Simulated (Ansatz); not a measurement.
We consider bcc Na, described by r²SCAN50 (PAW; Ansatz, a quantum-chemistry and plane-wave program).

Run with plane-wave cutoff 520 eV, 10×10×10 k mesh, Fermi–Dirac smearing 0.05 eV, scalar-relativistic PAW data made under PBE.

Cell (relaxed at this level):

```
Na
1.0
   -2.12614     2.12614     2.12614
    2.12614    -2.12614     2.12614
    2.12614     2.12614    -2.12614
Na
1
Direct
  0.00000   0.00000   0.00000
```

Task: Give the computed bulk modulus B0 and pressure derivative B′ of the bulk modulus.

Result: 
- bulk modulus B0: 7.31 GPa
- pressure derivative B′ of the bulk modulus: 3.6

Measured, for comparison: bulk modulus 7.9 GPa (0 K value with the zero-point phonon effect removed, our sources range from 7.63 to 7.91; as tabulated in Mejia-Rodriguez and Trickey (2018), arXiv:1807.09216). Computed (rounded) less measured: bulk modulus -7 % (-4 % to -8 % over the range).

The computed numbers hold no vibrational or temperature effects.
